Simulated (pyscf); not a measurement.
`[S]=[GeH2]` + `[H][H]` → `[SH][GeH]` [singlet] + `[H][H]`, a concerted two-bond exchange (singlet surface; H–H, Ge–H broken, H–S, H–H formed). Single points on ωB97X-D3(BJ)/def2-SVP structures (PySCF, gas phase). Energies in kcal/mol from the separated reactants.

AM1 to PM7: differences of heats of formation from MOPAC, which are fitted to 298 K values and so differ in kind from electronic energies by zero-point and thermal terms. 

Question: Quick PM7 single points give ΔE‡ = 49.4 kcal/mol and ΔE = +9.7 kcal/mol. What does ωB97M-D3(BJ)/def2-TZVP give, and how far is the quick result from it?

Answer: ωB97M-D3(BJ)/def2-TZVP gives ΔE‡ = 42.1 kcal/mol and ΔE = -9.2 kcal/mol. PM7 lies 7.4 kcal/mol over it in the barrier and 18.9 kcal/mol over it in the reaction energy, so on this step it does not hold to within 3.0 kcal/mol. ωB97M-D3(BJ)/def2-TZVP has limits of its own. The same reactants have a lower exit, to HS–GeH₃ (barrier +28.1 kcal/mol at ωB97M-D3(BJ)/def2-TZVP, against +42.1 kcal/mol here). One saddle was located; it need not be the lowest between these sides. In the def2 sets elements up to Kr have no core potential.
